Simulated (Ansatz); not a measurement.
# HS+ (triplet): geometry at several levels

The task, for HS+ (triplet): geometry at several levels. Charge +1. Spin multiplicity 3.

Program: Ansatz 0.2.0. Level of theory: the levels named in each step. These are calculated values, not measurements.

## 1. The structure to begin with

Bond lengths: S1–H2 1.372 Å.

Coordinates:

```xyz
2

S     0.0000    0.0000    0.0000
H     0.0000    0.0000    1.3722
```

## 2. A rough first relaxation, PBE-D4/def2-SVP

This run stands in another session on the same molecule. It ended at:

```xyz
2

S     0.0000    0.0000   -0.0097
H     0.0000    0.0000    1.3820
```

## 3. Relaxation, PBE0-D4/def2-TZVPP

This run stands in another session on the same molecule. It ended at:

```xyz
2

S     0.0000    0.0000    0.0019
H     0.0000    0.0000    1.3703
```

## 4. Relaxation, CCSD(T)/cc-pV(T+d)Z

Contents of input.yaml:

```yaml
crystal:
  periodic: [false, false, false]
  atoms:
    - { symbol: S, position_ang: [0.0, 0.0, 0.00189529] }
    - { symbol: H, position_ang: [0.0, 0.0, 1.37034471] }
magnetization:
  spin_polarized: true
  initial_magnetization: 2
total_charge: 1
basis:
  gaussian: { orbitals: "cc-pV(T+d)Z.json" }
correlation:
  method: ccsd_t
scf:
  omitted_lower_state_checks: [cluster_reference]
relax:
  f_tol: 0.002
  max_steps: 40
```

Run with:

```console
$ ansatz run input.yaml --threads 2 --pin off --max-ram 5120MiB --backend cpu --events-out ev --progress --plain --runs-dir out
```

The log of the run, shortened:

```text
Warning: RAYON_NUM_THREADS=2 ignored (pool sized by the plan → 2); use --threads N
[...]
Functional definition: HF
[...]
340 factors; integrals over basis functions are off by at most 3.4e-4 eV
[...]
mean field -10823.85016319 eV, -397.7691568283 hartree, gradient 3.6e-6 eV, S^2 2.021929; 0 other end points of the search recorded, 0 dependent functions left out
5 core orbitals not correlated: weight in the atoms' cores, before any rotation towards them, 1.000 or more for the frozen orbitals, at most 0.000 for the correlated occupied ones
reference -10823.85016319 eV, -397.7691568283 hartree; 4, 2 occupied and 44, 46 virtual orbitals, 340 factors
second order -3.13829783 eV of doubles, -0.00000000 eV of singles
cycle   1  -3.63408427 eV  change   -5.0e-1 eV  update   5.0e-2
[...]
perturbative correction -0.12244995 eV, -0.0044999526 hartree
[...]
relax step   1: F+E_penalty+E_count = -10827.80453527 eV  Δ(F+E_penalty+E_count) = +0.000e0 eV  max|allowed force component| = 7.865e-2 eV/Å  Δτ_max = 0.0000 Å  (34 SCF iters, accepted)
[...]
relax step   2: F+E_penalty+E_count = -10827.80464706 eV  Δ(F+E_penalty+E_count) = -1.118e-4 eV  max|allowed force component| = 3.220e-2 eV/Å  Δτ_max = 0.0010 Å  (24 SCF iters, accepted)
[...]
relax step   3: F+E_penalty+E_count = -10827.80466954 eV  Δ(F+E_penalty+E_count) = -2.247e-5 eV  max|allowed force component| = 1.626e-4 eV/Å  Δτ_max = 0.0007 Å  (24 SCF iters, accepted)
[...]
340 factors; integrals over basis functions are off by at most 3.4e-4 eV
[...]
mean field -10823.85181510 eV, -397.7692175345 hartree, gradient 1.9e-6 eV, S^2 2.021934; 1 other end points of the search recorded, 0 dependent functions left out
5 core orbitals not correlated: weight in the atoms' cores, before any rotation towards them, 1.000 or more for the frozen orbitals, at most 0.000 for the correlated occupied ones
reference -10823.85181510 eV, -397.7692175345 hartree; 4, 2 occupied and 44, 46 virtual orbitals, 340 factors
second order -3.13738757 eV of doubles, -0.00000000 eV of singles
[...]
cycle  10  -3.83060087 eV  change   -1.0e-6 eV  update   9.6e-7
perturbative correction -0.12225357 eV, -0.0044927359 hartree
[...]
Total energy: -10827.80466954 eV, -397.9144822559 hartree
Atom 0 at     0.000000     0.000000     0.003596 Å, force    -0.000000    -0.000000    -0.000163 eV/Å
Atom 1 at    -0.000000    -0.000000     1.368644 Å, force     0.000000    -0.000000     0.000163 eV/Å
Dipole moment:    -0.000000     0.000000     0.229388 e Å
Checks for a lower state left out: cluster_reference
```

It took 13 s on 2 threads of Intel Xeon at 2.50GHz (Skylake/Cascade Lake), shared host; peak memory 0.19 GiB.

Step by step:

| step | energy from step 1 (eV) | largest force component (eV/Å) |
| --- | --- | --- |
| 1 | 0.0000 | 0.0787 |
| 2 | -0.0001 | 0.0322 |
| 3 | -0.0001 | 0.0002 |

Step 1 is the start.

Before: Bond lengths: S1–H2 1.368 Å.

After: Bond lengths: S1–H2 1.365 Å.

## 5. Relaxation, CCSD(T)/cc-pwCVTZ, all electrons

Contents of input.yaml:

```yaml
crystal:
  periodic: [false, false, false]
  atoms:
    - { symbol: S, position_ang: [0.0, 0.0, 0.00359595] }
    - { symbol: H, position_ang: [0.0, 0.0, 1.36864405] }
magnetization:
  spin_polarized: true
  initial_magnetization: 2
total_charge: 1
basis:
  gaussian: { orbitals: cc-pwCVTZ.json }
correlation:
  method: ccsd_t
  frozen_orbitals: { H: 0, S: 0 }
scf:
  omitted_lower_state_checks: [cluster_reference]
relax:
  f_tol: 0.002
  max_steps: 40
```

Run with:

```console
$ ansatz run input.yaml --threads 2 --pin off --max-ram 5120MiB --backend cpu --events-out ev --progress --plain --runs-dir out
```

The log of the run, shortened:

```text
Warning: RAYON_NUM_THREADS=2 ignored (pool sized by the plan → 2); use --threads N
[...]
[... 1 set-up line as earlier in the session ...]
[...]
468 factors; integrals over basis functions are off by at most 4.0e-4 eV
[...]
mean field -10823.86275830 eV, -397.7696196900 hartree, gradient 2.2e-6 eV, S^2 2.022152; 0 other end points of the search recorded, 0 dependent functions left out
reference -10823.86275830 eV, -397.7696196900 hartree; 9, 7 occupied and 64, 66 virtual orbitals, 468 factors
second order -11.21831187 eV of doubles, -0.00000000 eV of singles
cycle   1  -11.64179382 eV  change   -4.2e-1 eV  update   4.9e-2
[...]
perturbative correction -0.19276018 eV, -0.0070838060 hartree
[...]
relax step   1: F+E_penalty+E_count = -10835.90143814 eV  Δ(F+E_penalty+E_count) = +0.000e0 eV  max|allowed force component| = 6.821e-2 eV/Å  Δτ_max = 0.0000 Å  (34 SCF iters, accepted)
[...]
relax step   3: F+E_penalty+E_count = -10835.90153817 eV  Δ(F+E_penalty+E_count) = -1.679e-5 eV  max|allowed force component| = 1.235e-4 eV/Å  Δτ_max = 0.0006 Å  (24 SCF iters, accepted)
[...]
468 factors; integrals over basis functions are off by at most 4.0e-4 eV
mean field -10823.86401435 eV, -397.7696658490 hartree, gradient 1.5e-6 eV, S^2 2.022157; 1 other end points of the search recorded, 0 dependent functions left out
reference -10823.86401435 eV, -397.7696658490 hartree; 9, 7 occupied and 64, 66 virtual orbitals, 468 factors
second order -11.21765985 eV of doubles, -0.00000000 eV of singles
[...]
cycle  10  -11.84497215 eV  change   -2.1e-6 eV  update   1.6e-6
perturbative correction -0.19255166 eV, -0.0070761431 hartree
[...]
Total energy: -10835.90153817 eV, -398.2120366900 hartree
Atom 0 at     0.000000    -0.000000     0.005059 Å, force     0.000000     0.000000    -0.000123 eV/Å
Atom 1 at    -0.000000     0.000000     1.367181 Å, force    -0.000000    -0.000000     0.000123 eV/Å
Dipole moment:     0.000000     0.000000     0.228089 e Å
Checks for a lower state left out: cluster_reference
```

Run time: 2.5 min. Hardware: 2 threads of Intel Xeon at 2.50GHz (Skylake/Cascade Lake), shared host; peak memory 0.52 GiB.

Relaxation path:

```csv
step,energy from step 1 (eV),largest force component (eV/Å)
1,0.0000,0.0682
2,-0.0001,0.0281
3,-0.0001,0.0001
```

Step 1 is the start.

Before: Bond lengths: S1–H2 1.365 Å.

After: Bond lengths: S1–H2 1.362 Å.

## 6. The levels compared

```tsv
level	S1–H2 (Å)	rotational constants (MHz)	CPU time
PBE0-D4/def2-TZVPP	1.3684	276220	8.1 s
CCSD(T)/cc-pV(T+d)Z	1.3650	277600	22 s
CCSD(T)/cc-pwCVTZ, all electrons	1.3621	278790	4.5 min
```

Constants are for the commonest isotopes at the equilibrium geometry; times are CPU times of the relaxations.

## 7. Outcome

```
                                 quantity    value
S1–H2 at CCSD(T)/cc-pwCVTZ, all electrons  1.362 Å
```

**Reading.** The S–H distance spreads over 0.006 Å, from CCSD(T)/cc-pwCVTZ, all electrons (shortest) to PBE0-D4/def2-TZVPP.
